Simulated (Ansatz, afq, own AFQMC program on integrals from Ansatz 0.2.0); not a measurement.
## Where AFQMC and coupled cluster stand for BSiH3, singlet

```json
{"atom": "Si", "x (Å)": "0.0079", "y (Å)": "0.0000", "z (Å)": "0.6184"}
{"atom": "B", "x (Å)": "0.0812", "y (Å)": "0.0000", "z (Å)": "-1.1982"}
{"atom": "H", "x (Å)": "-0.6572", "y (Å)": "-0.9412", "z (Å)": "-0.6501"}
{"atom": "H", "x (Å)": "-0.6572", "y (Å)": "0.9412", "z (Å)": "-0.6501"}
{"atom": "H", "x (Å)": "0.2244", "y (Å)": "0.0000", "z (Å)": "-3.0778"}
```

Connectivity, by distances: Si–B ··· H, 2 bridging H.

Basis cc-pVDZ. Noble-gas cores (and the filled d shells of Ga–Kr and In–Xe) are frozen. Integrals, coupled cluster, full CI and functionals: Ansatz 0.2.0; the random walks run on the same integrals in our own AFQMC program. ph-AFQMC/CISD is guided by a CISD state made of CCSD amplitudes; releasing the constraint for a short imaginary time cuts its bias at the price of noise, slowly where states lie close. Uncertainties: one standard error, sampling alone.

Determinant: UHF, the one that the program's search chose, which needn't be the lowest solution. The geometry is a point of a scan.

No full CI on the walks' own integrals is used here; CCSDT(Q) serves as the reference and is uncertain by about the last step of the cluster series.

Cautions: an unrestricted solution with more broken spin lies lower (29 meV, ⟨S²⟩ 0.20), while this determinant keeps restricted orbitals.

The T1 diagnostic is 0.0187, the weight of the determinant in the CISD state is 0.840 and the ⟨S²⟩ of the determinant is 0.000. The size of the correlated space is 10 electrons in 41 orbitals.

Reference: CCSDT(Q), correlation energy -6.770 eV. The released energy is read at 2.40 1/Eh (meV from the phaseless value at times in 1/Eh: -5 ± 17 at 0.24, -5 ± 17 at 0.51, -12 ± 25 at 0.99, -52 ± 31 at 1.62, -36 ± 30 at 2.40).

```json
{"level": "HF", "E − E(reference) (kJ/mol)": "653.2", "share of correlation (%)": "0.00"}
{"level": "MP2", "E − E(reference) (kJ/mol)": "134.0", "share of correlation (%)": "79.48"}
{"level": "CCSD", "E − E(reference) (kJ/mol)": "32.6", "share of correlation (%)": "95.01"}
{"level": "CCSD(T)", "E − E(reference) (kJ/mol)": "5.1", "share of correlation (%)": "99.23"}
{"level": "CCSDT", "E − E(reference) (kJ/mol)": "1.6", "share of correlation (%)": "99.75"}
{"level": "ph-AFQMC/CISD", "E − E(reference) (kJ/mol)": "0.8 ± 1.8", "share of correlation (%)": "99.87"}
{"level": "released AFQMC", "E − E(reference) (kJ/mol)": "-2.7 ± 2.9", "share of correlation (%)": "100.41"}
```

A walk keeps the symmetry of its determinant, which the program's search chose and which needn't be the lowest solution, so a lower state of the same spin and another symmetry isn't excluded. Released energies are given only where the last usable release times agree within the noise; a slower fall can still hide under it.
